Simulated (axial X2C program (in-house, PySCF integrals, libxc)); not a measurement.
# FH: from the state search to constants

Aim: find the lowest determinant of FH, scan the bond at several levels and fit the constants, once spin-free and once with spin–orbit coupling.

Computed with an in-house X2C program for linear molecules on PySCF integrals. Level: all-electron X2C, F dyall-av3z, H dyall-v3z.

All values are calculated.

### 1 The job

task.json reads:

```json
{"zs": [9, 1], "q": 0, "bas": ["dyall-av3z", "dyall-v3z"], "levels": ["PBE0", "HF", "PBEsol"], "cc": true, "r0": 0.96, "thr": -2.0, "nmax": 90, "npts": 10, "nst": 2, "ntry": 6}
```

Keys: zs atomic numbers; q charge; bas basis sets; levels methods (HF also brings MP2); cc coupled cluster on or off; r0 starting distance in Å; thr threshold in hartree for freezing inner shells (an s shell follows its p shell); nmax most natural virtual spinors; npts points asked for on the curve; nst determinants followed; ntry starts of the search.

The run is started by

```
> python so2c.py task.json out
```

Spin-free means the one-electron spin-free X2C Hamiltonian; two-component (2c) means X2C with spin–orbit coupling and atomic mean-field two-electron Coulomb and Gaunt terms. Basis: F dyall-av3z contracted to [7s6p3d2f], H dyall-v3z contracted to [6s2p1d]; Gaussian nuclei, density fitting. Masses: F 18.998 u, H 1.008 u.

Notation: σ, π±, δ± give the projection m of an orbital's angular momentum (0, ±1, ±2), α and β its spin, Λ and M_S the sums; ω is the projection of a spinor's total angular momentum and Ω the sum. Logs are in hartree.

The runs that follow: PBE0, spin-free; HF, spin-free; PBEsol, spin-free; Correlated methods, spin-free; PBE0, 2c; HF, 2c; PBEsol, 2c; MP2 and beyond, 2c.

What does the calculation give? Wanted: for each run, Hamiltonian; Re; ωe; De; μ.

As calculated:

Lowest determinant found, spin-free: M_S = 0, Λ = 0 (closed shell).

Lowest determinant found, 2c: Ω = 0 (closed shell).

```
Hamiltonian    level  Re (Å)  ωe (cm⁻¹)  De (eV)  μ (D)
  spin-free     PBE0   0.919       4144     5.92   1.81
  spin-free       HF   0.898       4465     4.19   1.89
  spin-free      MP2   0.922       4111     6.19    n/a
  spin-free     CCSD   0.918       4157     5.92    n/a
  spin-free  CCSD(T)   0.921       4111     6.01    n/a
  spin-free   PBEsol   0.932       3971     6.45   1.80
         2c     PBE0   0.919       4144     5.92   1.81
         2c       HF   0.898       4465     4.18   1.89
         2c      MP2   0.922       4111     6.19    n/a
         2c     CCSD   0.918       4157     5.91    n/a
         2c  CCSD(T)   0.921       4111     5.99    n/a
         2c   PBEsol   0.932       3971     6.45   1.80
```

Dipoles are positive if H is the positive end.

What this shows: At CCSD(T), going from spin-free to two-component changes Re by 0 mÅ, ωe by 0.0 % and De by -0.02 eV; the spin-free picture holds up (part of it comes from the scalar share of the two-electron terms).

De refers to F + H. Each curve is one determinant whose occupation by symmetry is held fixed; it was picked as the lowest of a PBE0 search that is not exhaustive. The closed shell is kept restricted, so the energy runs too high when the bond is stretched far. De is counted from the lowest determinant-based energies of the atoms at the same level, without counterpoise correction. CCSD and (T) use frozen natural virtuals with an MP2 correction for the truncation.
